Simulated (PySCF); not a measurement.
**Calculated properties of `[H]/N=C\C[CH2]` [radical]**

C₃H₆N (doublet state).
Atom-mapped SMILES: `[H]/[N:4]=[CH:3]\[CH2:2][CH2:1]` (hydrogens: H5, H6 on C1; H7, H8 on C2; H9 on C3; H10 on N4)

**GFN2-xTB geometry**

* Point group of the GFN2-xTB geometry: C1
* Rotational constants A, B, C of the GFN2-xTB geometry: 19.586, 5.387, 5.057 GHz

**UKS B3LYP, pcH-1 on C H N, non-relativistic, mean-field spin-orbit, GIAO (PySCF)**

* Isotropic g value: 2.00289
* Principal g values: 2.00230, 2.00276, 2.00361
* Spin squared ⟨S²⟩: 0.757
* Largest Mulliken spin population: 1.02 on C1
* Largest isotropic hyperfine couplings (means over sets of like nuclei): 13C +91.3 (C1), 13C +77.2 (C3), 1H -58.8 (H5/H6), 1H +33.7 (H7/H8), 13C -26.5 (C2) MHz

Monoisotopic mass (most abundant isotopes): 56.0500 u.

With B = h/(8π²I), that is 505.379 GHz u Å² over I, the principal moments of inertia are 25.8, 93.8 and 99.9 u Å² (most abundant isotopes); the inertial defect Ic − Ia − Ib is -19.7 u Å² (zero for a rigid planar frame, negative otherwise). g_iso is shifted by about +570 ppm from the free-electron value 2.002319; the principal values span 0.0013. At 9.50 GHz, hν = g·μB·B₀ (B₀ the magnetic field) puts the centre of the isotropic spectrum, to first order, at 338.9 mT. The rotational constants make it an asymmetric top with κ = (2B − A − C)/(A − C) = -0.95, nearer the prolate limit (−1). ⟨S²⟩ is 0.007 above the pure-spin value S(S + 1) = 0.75.

Geometry: GFN2-xTB, one conformer, isolated molecule. Hyperfine couplings depend on the geometry, which wasn't re-optimised at a DFT level. Couplings of like nuclei are plain means over topologically equivalent atoms, as if these changed places fast (by rotation of a methyl-like group, say); in this geometry the members of some sets differ.

For the EPR job (B3LYP), the run took 12 s on one thread of an x86-64 server, shared host.

Conformer computed: `[H]/[N:4]=[CH:3]\[CH2:2][CH2:1]`: C1–C2–C3–N4 -99°.
